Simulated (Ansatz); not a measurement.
Coupled-cluster diagnostics for AlN2, Ansatz.

Geometry of the doublet (r2SCAN-D4/def2-TZVP):

Cartesian coordinates in Å:
```
Al -0.066 0.801 -1.127
N -0.008 -0.873 0.230
N 0.074 0.072 0.896
```

Correlated methods freeze 7 core orbitals. Another isomer (doublet) lies 0.07 eV lower at PBE0-D4/def2-TZVP; other spin states weren't run for this one.

Problem. Estimate the CCSD(T) correlation energy, the shares of MP2 and (T), T1 and the reference's ⟨S²⟩ for: charge 0, doublet, own geometry in def2-TZVPP; and the rough time on 4 threads of Arm Neoverse V2 on a shared host.

Solution. 
```json
{"state": "charge 0, doublet, own geometry", "basis": "def2-TZVPP", "correlation (eV)": "-12.518", "MP2 share (%)": "92.1", "(T) share (%)": "5.1", "T1": "0.029", "⟨S²⟩ (pure)": "0.77 (0.75)", "wall time": "2.1 s"}
```
Customary marks for T1 are 0.02 (closed shells), 0.045 (open shells) and about 0.05 (3d metals). T1 exceeds 0.02 in 1 of 1 rows and 0.045 in 0; the higher it lies, the less the single-reference result can be trusted.
